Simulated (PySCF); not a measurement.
TDDFT beside published excitation energies

Published values to compare with (the computed states carry no symmetry labels, so the two lists aren't matched line by line):

| state | E (eV) | f | kind of transition | source |
| --- | --- | --- | --- | --- |
| 3B2(π→π*) | 1.86 |  | vertical absorption | [1] |
| 1B2(π→π*) | 2.77 |  | vertical absorption | [1] |
| 3B2(π→π*) | 3.11 |  | vertical absorption | [1] |
| 3A1(π→π*) | 3.34 |  | vertical absorption | [1] |
| 1B2(π→π*) | 3.80 |  | vertical absorption | [1] |
| 1A1(π→π*) | 3.90 |  | vertical absorption | [1] |

[1] computed, theoretical best estimate (aug-cc-pVTZ), gas; Knysh, Lipparini, Blondel, Duchemin, Blase, Loos, Jacquemin, reference CC3 energies for organic chromophores (2024), arXiv:2407.09060

Species: BODIPY, C9H7BF2N2.
SMILES with atom numbers: `[F:1][B-:2]1([F:3])[n:4]2[cH:5][cH:6][cH:7][c:8]2[CH:9]=[C:10]2[CH:11]=[CH:12][CH:13]=[N+:14]12` (hydrogens: H15 on C5; H16 on C6; H17 on C7; H18 on C9; H19 on C11; H20 on C12; H21 on C13)

Computed with TDDFT CAM-B3LYP/def2-SVPD, vertical, gas phase, core orbitals frozen in the response in PySCF 2.14.0, density-fitted response routines. Geometry: PBE0-D3(BJ)/def2-SVP; no solvent, vibrations or thermal averaging.

Computed singlets: 3.11 eV (f 0.508); 4.02 eV (f 0.113); 4.24 eV (f 0.039); 5.71 eV (f 0.080); 5.94 eV (f 0.000); 6.20 eV (f 0.000); 6.48 eV (f 0.088); 6.71 eV (f 0.003); 6.87 eV (f 0.070); 6.90 eV (f 0.002). Computed triplets (Tamm–Dancoff): 1.64, 3.09, 3.29, 3.81 eV.

How does the lowest computed singlet compare with the best estimate listed for the lowest singlet (vertical absorption)?

3.11 eV against 2.77 eV for 1B2(π→π*) [1]: a difference of +0.34 eV. Geometry and basis of the two calculations needn't be the same.

How does the lowest computed triplet compare with the best estimate listed for the lowest triplet (vertical absorption)?

1.64 eV against 1.86 eV for 3B2(π→π*) [1]: a difference of -0.22 eV. Geometry and basis of the two calculations needn't be the same.
